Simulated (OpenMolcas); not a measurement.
# BH2F (SMILES BF): a chain of runs

We compute a series of 8 runs (HF/cc-pVTZ, CASSCF(12,10)/cc-pVTZ, CASPT2(12,10)/cc-pVTZ, CASPT2[IPEA 0](12,10)/cc-pVTZ, SC-NEVPT2(12,10)/cc-pVTZ, PC-NEVPT2(12,10)/cc-pVTZ, MC-PDFT[tPBE](12,10)/cc-pVTZ, MC-PDFT[ftPBE](12,10)/cc-pVTZ) of BH2F. 

The results are computed with OpenMolcas 26.06.

**1. The molecule**

BH2F has 4 atoms, charge 0, and is taken as a singlet. SMILES: `BF`. One bond was lengthened or shortened from a relaxed shape.

Bond lengths: B1–F2 1.317 Å, B1–H3 1.377 Å, B1–H4 1.198 Å. Angles: F2–B1–H3 117.8°, F2–B1–H4 117.8°, H3–B1–H4 124.4°.

**2. A single-point energy at HF/cc-pVTZ (run 1)**

File step1.input:

```
* BFH2 Hartree-Fock

&gateway
  baslib
  $CurrDir
  coord
  4
  angstrom
  B        0.120516       0.092789      -0.063358
  F        1.209016      -0.199911       0.617342
  H       -1.012500      -0.649100       0.186200
  H        0.182016       0.986389      -0.858158
  basis
  cc-pVTZ
  group
  NoSym

&seward

&scf
  prorbitals
  0
```

The basis set cc-pVTZ is read from a file made from the Basis Set Exchange's data (not shown).

Command:

```
$ export MOLCAS_MEM=1860
$ pymolcas step1.input > step1.log
```

The log of the run:

```text
--- Start Module: gateway ---
[...]
--- Stop Module: gateway /rc=_RC_ALL_IS_WELL_ ---
--- Start Module: seward ---
[...]
      Basis functions           88
--- Stop Module: seward /rc=_RC_ALL_IS_WELL_ ---
[...]
--- Start Module: scf ---
[...]
       Convergence after  10 Iterations
[...]
::    Total SCF energy                               -125.3609430411
[...]
      Total spin, S                                     0.0000000000
[...]
      Total electronic charge=   16.000000
      Total            charge=   -0.000000
[...]
      Dipole Moment (debye):
      Origin of the operator (angstrom)=    0.7326   -0.0761    0.3233
                   X= -5.6412E-01               Y=  3.8028E-01               Z= -5.6200E-01           Total=  8.8244E-01
      Quadrupole Moment (debye*angstrom):
[...]
--- Stop Module: scf /rc=_RC_ALL_IS_WELL_ ---
[...]
```

It took 5.4 s on 1 thread of Arm Neoverse V1, shared host; peak memory 0.48 GiB.

**3. A single-point energy at CASSCF(12,10)/cc-pVTZ (run 2)**

File step2.inp:

```
* BFH2 CASSCF
&gateway
baslib=$CurrDir
coord
4
angstrom
B        0.120516       0.092789      -0.063358
F        1.209016      -0.199911       0.617342
H       -1.012500      -0.649100       0.186200
H        0.182016       0.986389      -0.858158
basis=cc-pVTZ
group=NoSym
&seward
&rasscf
fileorb=$CurrDir/step1.ScfOrb
spin=1
nactel=12 0 0
inactive=2
ras2=10
orblisting=Nothing
```

The basis set cc-pVTZ is read from a file made from the Basis Set Exchange's data (not shown).

Command:

```
$ export MOLCAS_MEM=1860
$ pymolcas step2.inp > step2.log
```

The log of the run:

```text
--- Start Module: gateway ---
[...]
--- Stop Module: gateway /rc=_RC_ALL_IS_WELL_ ---
--- Start Module: seward ---
[...]
      Basis functions           88
--- Stop Module: seward /rc=_RC_ALL_IS_WELL_ ---
[...]
--- Start Module: rasscf ---
[...]
      Number of active orbitals                 10
[...]
      Spin quantum number                      0.0
[...]
      Active orbitals                           10
[...]
      Number of CSFs                         13860
[...]
      Number of root(s) required                 1
[...]
 ###    WARNING: Large orbital rotation.                                     ###
 ###############################################################################
      Molecular orbital  10 of symmetry 1 MO space 2  weight is    0.160528
[...]
 ###    WARNING: Large orbital rotation.                                     ###
 ###############################################################################
      Molecular orbital  11 of symmetry 1 MO space 2  weight is    0.472007
[...]
 ###    WARNING: Large orbital rotation.                                     ###
 ###############################################################################
      Molecular orbital  12 of symmetry 1 MO space 2  weight is    0.326393
[...]
      Convergence after 21 iterations
[...]
      printout of CI-coefficients larger than  0.05 for root  1
      energy=    -125.480374
      conf/sym  1111111111     Coeff  Weight
             1  2222220000  -0.97976 0.95992
            10  2222200020   0.10418 0.01085
           466  2220222000   0.06099 0.00372
           567  2u2d22ud00   0.05004 0.00250
           819  2022220200   0.05269 0.00278
          1191  2u2u22dd00   0.05091 0.00259
      Natural orbitals and occupation numbers for root  1
      sym 1:   1.999475   1.982042   1.985139   1.980361   1.999750   1.971426   0.019804   0.018267   0.030259   0.013477
      ************************************************************************************************************************
      *                                                    Final results                                                     *
[...]
::    RASSCF root number  1 Total energy:   -125.48037383
[...]
      Total electronic charge=   16.000000
      Total            charge=   -0.000000
[...]
      Dipole Moment (debye):
      Origin of the operator (angstrom)=    0.7326   -0.0761    0.3233
                   X= -3.6184E-01               Y=  2.8370E-01               Z= -3.9689E-01           Total=  6.0740E-01
      Quadrupole Moment (debye*angstrom):
[...]
--- Stop Module: rasscf /rc=_RC_ALL_IS_WELL_ ---
[...]
```

Run time: 16 s. Hardware: 1 thread of Arm Neoverse V1, shared host; peak memory 0.48 GiB.

Runs 3 to 6 aren't shown in full; the table further down has their settings and results.

**4. A single-point energy at MC-PDFT[tPBE](12,10)/cc-pVTZ (run 7)**

File step7.input:

```
>>> EXPORT MOLCAS_PRINT=2

&GATEWAY
 BasLib = $CurrDir
 Coord
 4
 angstrom
 B        0.120516       0.092789      -0.063358
 F        1.209016      -0.199911       0.617342
 H       -1.012500      -0.649100       0.186200
 H        0.182016       0.986389      -0.858158
 Basis = cc-pVTZ
 Group = NoSym

&SEWARD

&RASSCF
 FileOrb = $CurrDir/step2.RasOrb
 Spin = 1
 Nactel = 12 0 0
 Inactive = 2
 Ras2 = 10
 OrbListing = Nothing

&MCPDFT
 KSDFT = T:PBE
```

The basis set cc-pVTZ is read from a file made from the Basis Set Exchange's data (not shown).

Command:

```
$ export MOLCAS_MEM=1860
$ pymolcas step7.input > step7.log
```

The log of the run:

```text
--- Start Module: gateway ---
[...]
--- Stop Module: gateway /rc=_RC_ALL_IS_WELL_ ---
[...]
      Basis functions           88
[...]
--- Start Module: rasscf ---
[...]
      Number of active orbitals                 10
[...]
      Spin quantum number                      0.0
[...]
      Active orbitals                           10
[...]
      Number of CSFs                         13860
[...]
      Number of root(s) required                 1
[...]
      Convergence after  7 iterations
[...]
      printout of CI-coefficients larger than  0.05 for root  1
      energy=    -125.480374
      conf/sym  1111111111     Coeff  Weight
             1  2222220000  -0.97976 0.95992
            10  2222200020   0.10417 0.01085
           466  2220222000   0.06100 0.00372
           567  2u2d22ud00   0.05004 0.00250
           819  2022220200   0.05268 0.00278
          1191  2u2u22dd00   0.05091 0.00259
      Natural orbitals and occupation numbers for root  1
      sym 1:   1.999475   1.982042   1.985139   1.980360   1.999750   1.971428   0.019804   0.018266   0.030259   0.013476
      ************************************************************************************************************************
      *                                                    Final results                                                     *
[...]
::    RASSCF root number  1 Total energy:   -125.48037383
[...]
      Total electronic charge=   16.000000
      Total            charge=   -0.000000
[...]
      Dipole Moment (debye):
      Origin of the operator (angstrom)=    0.7326   -0.0761    0.3233
                   X= -3.6191E-01               Y=  2.8363E-01               Z= -3.9685E-01           Total=  6.0739E-01
      Quadrupole Moment (debye*angstrom):
[...]
--- Stop Module: rasscf /rc=_RC_ALL_IS_WELL_ ---
[...]
--- Start Module: mcpdft ---
[...]
 ###    WARNING: Deprecation warning: KSDF should be replaced                ###
 ###    with FUNC keyword                                                    ###
 ###############################################################################
[...]
::    MCPDFT root number  1 Total energy:   -125.77550406
--- Stop Module: mcpdft /rc=_RC_ALL_IS_WELL_ ---
[...]
```

Run time: 9.6 s. Hardware: 1 thread of Arm Neoverse V1, shared host; peak memory 0.48 GiB.

**5. A single-point energy at MC-PDFT[ftPBE](12,10)/cc-pVTZ (run 8)**

File step8.input:

```
&GATEWAY
  BASLIB
  $CurrDir
  COORD
  4
  angstrom
  B        0.120516       0.092789      -0.063358
  F        1.209016      -0.199911       0.617342
  H       -1.012500      -0.649100       0.186200
  H        0.182016       0.986389      -0.858158
  BASIS
  cc-pVTZ
  GROUP
  NoSym

&SEWARD

&RASSCF
  FILEORB
  $CurrDir/step2.RasOrb
  SPIN
  1
  NACTEL
  12 0 0
  INACTIVE
  2
  RAS2
  10
  ORBLISTING
  Nothing

&MCPDFT
  KSDFT
  FT:PBE
```

The basis set cc-pVTZ is read from a file made from the Basis Set Exchange's data (not shown).

Command:

```
$ export MOLCAS_MEM=1860
$ pymolcas step8.input > step8.log
```

The log of the run:

```text
--- Start Module: gateway ---
[...]
--- Stop Module: gateway /rc=_RC_ALL_IS_WELL_ ---
[...]
      Basis functions           88
[...]
--- Start Module: rasscf ---
[...]
      Number of active orbitals                 10
[...]
      Spin quantum number                      0.0
[...]
      Active orbitals                           10
[...]
      Number of CSFs                         13860
[...]
      Number of root(s) required                 1
[...]
      Convergence after  7 iterations
[...]
      printout of CI-coefficients larger than  0.05 for root  1
      energy=    -125.480374
      conf/sym  1111111111     Coeff  Weight
             1  2222220000  -0.97976 0.95992
            10  2222200020   0.10417 0.01085
           466  2220222000   0.06100 0.00372
           567  2u2d22ud00   0.05004 0.00250
           819  2022220200   0.05268 0.00278
          1191  2u2u22dd00   0.05091 0.00259
      Natural orbitals and occupation numbers for root  1
      sym 1:   1.999475   1.982042   1.985139   1.980360   1.999750   1.971428   0.019804   0.018266   0.030259   0.013476
      ************************************************************************************************************************
      *                                                    Final results                                                     *
[...]
::    RASSCF root number  1 Total energy:   -125.48037383
[...]
      Total electronic charge=   16.000000
      Total            charge=   -0.000000
[...]
      Dipole Moment (debye):
      Origin of the operator (angstrom)=    0.7326   -0.0761    0.3233
                   X= -3.6191E-01               Y=  2.8363E-01               Z= -3.9685E-01           Total=  6.0739E-01
      Quadrupole Moment (debye*angstrom):
[...]
--- Stop Module: rasscf /rc=_RC_ALL_IS_WELL_ ---
[...]
--- Start Module: mcpdft ---
[...]
 ###    WARNING: Deprecation warning: KSDF should be replaced                ###
 ###    with FUNC keyword                                                    ###
 ###############################################################################
[...]
::    MCPDFT root number  1 Total energy:   -125.81447884
--- Stop Module: mcpdft /rc=_RC_ALL_IS_WELL_ ---
[...]
```

Wall time 9.6 s (1 thread of Arm Neoverse V1, shared host); peak memory 0.48 GiB.

**6. Overview of the runs**

```
run                          level   active rule  inactive  energy (Eh)  dipole moment (D) of the reference  wall time
  1                     HF/cc-pVTZ             –         –  -125.360943                                0.88      5.4 s
  2          CASSCF(12,10)/cc-pVTZ  full valence         2  -125.480374                                0.61       16 s
  3          CASPT2(12,10)/cc-pVTZ  full valence         2  -125.706594                                0.61       15 s
  4  CASPT2[IPEA 0](12,10)/cc-pVTZ  full valence         2  -125.707244                                0.61       15 s
  5       SC-NEVPT2(12,10)/cc-pVTZ  full valence         2  -125.682317                                0.61       18 s
  6       PC-NEVPT2(12,10)/cc-pVTZ  full valence         2  -125.686716                                0.61       18 s
  7   MC-PDFT[tPBE](12,10)/cc-pVTZ  full valence         2  -125.775504                                0.61      9.6 s
  8  MC-PDFT[ftPBE](12,10)/cc-pVTZ  full valence         2  -125.814479                                0.61      9.6 s
```

**7. Summary of results**

```
                                                            quantity          value
                  run 8, MC-PDFT[ftPBE](12,10)/cc-pVTZ: total energy  -125.81448 Eh
run 8, MC-PDFT[ftPBE](12,10)/cc-pVTZ: dipole moment (CASSCF density)         0.61 D
```

In words: Below the HF energy at the same shape and in the same basis (cc-pVTZ): CASSCF(12,10) -119.4 mEh; CASPT2(12,10) -345.7 mEh; CASPT2[IPEA 0](12,10) -346.3 mEh; SC-NEVPT2(12,10) -321.4 mEh; PC-NEVPT2(12,10) -325.8 mEh. Active-space methods hold only the correlation inside their space unless a perturbation or CI step follows. All runs together took 1.8 min, the longest 18 s.
